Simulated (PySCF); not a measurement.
**Si: ionisation energy**

Si [Ne] 3s2 3p2 (3P) → Si⁺ [Ne] 3s2 3p1 (2P), as a difference of total energies. All numbers are calculated (PySCF 2.14, the non-relativistic Hamiltonian (point nucleus), in cc-pV(D+d)Z (4s3p2d, 23 functions)). Correlated levels: valence: [Ne] frozen. The calculations carry no spin-orbit coupling.

```json
{"method": "UHF", "ionisation energy (eV)": "7.641"}
{"method": "BP86", "ionisation energy (eV)": "8.259"}
{"method": "LDA", "ionisation energy (eV)": "8.223"}
{"method": "MP2 (valence)", "ionisation energy (eV)": "7.921"}
{"method": "SCS-MP2 (valence)", "ionisation energy (eV)": "7.848"}
{"method": "CCSD (valence)", "ionisation energy (eV)": "7.942"}
{"method": "CCSD(T) (valence)", "ionisation energy (eV)": "7.953"}
```

Q: How much does correlation contribute at CCSD(T) (valence)?

A: 7.953 − (7.641) = 0.312 eV, measured against UHF.

Errors of the correlated levels include the incompleteness of this basis and the frozen core.

For comparison: 8.157 eV (measured; NIST levels, between the centres of gravity of the two terms).
